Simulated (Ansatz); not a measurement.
**SiH2O (built from SMILES O[SiH]): molecular dynamics**

Aim: follow the atoms for 40 steps of 0.5 fs at constant energy, with velocities drawn for 1000 K, and see to which side of the barrier the system falls.

Method: PBE0-D4/def2-SVPD; program: Ansatz 0.2.0, Gaussian basis.

### Step 1. Where the work starts

The start, a first-order saddle point found at PBE0-D4 in triple zeta: 4 atoms, charge 0, spin multiplicity 1.

Atoms are counted from 1 here; the program's logs count them from 0.

Bond lengths: H1–Si3 1.528 Å, O2–Si3 1.574 Å, Si3–H4 1.526 Å. Angles: H1–Si3–O2 57.6°, H1–Si3–H4 179.0°, O2–Si3–H4 121.5°.

Geometry (Å):

```csv
atom,x (Å),y (Å),z (Å)
H1,-1.3504,0.1297,0.0875
O2,-0.4478,-0.0929,-1.0825
Si3,0.1485,0.0319,0.3692
H4,1.6497,-0.0685,0.6258
```

### Step 2. Dynamics

File md/in.yaml:

```yaml
crystal:
  periodic: [false, false, false]
  atoms:
    - {symbol: H, position_ang: [-1.350354, 0.129676, 0.087469]}
    - {symbol: O, position_ang: [-0.447804, -0.092944, -1.082472]}
    - {symbol: Si, position_ang: [0.148453, 0.031906, 0.369243]}
    - {symbol: H, position_ang: [1.649704, -0.068538, 0.625760]}
basis:
  gaussian: {orbitals: def2-SVPD}
hamiltonian: {xc: pbe0, dispersion: d4}
md: {n_steps: 40, timestep: 0.5, temperature: 1000, ensemble: nve, seed: 961, initial_velocities: maxwell_boltzmann}
```

Run with:

```sh
ansatz run in.yaml --threads 2 --pin off --events-out ev --progress --plain --max-ram 4352MiB
```

Before running it: what results should come out? Wanted: temperature at the start; mean temperature, second half; lowest and highest potential energy, from the first frame; largest change of potential + kinetic.

The runs gave:

```
                                                 quantity              value
                                                   length  40 steps, 20.0 fs
                                 temperature at the start             1000 K
                            mean temperature, second half             6700 K
lowest and highest potential energy, from the first frame  -1911 and 107 meV
                    largest change of potential + kinetic            2.4 meV
```

What this shows: By the last frame it has moved towards the side where H1–Si3 form. The system runs downhill by 1.91 eV, and that energy turns into motion. With no thermostat the total energy should stay fixed; it holds within 2.4 meV, small beside the kinetic energy, so the time step serves. The temperature runs between 590 and 8384 K.
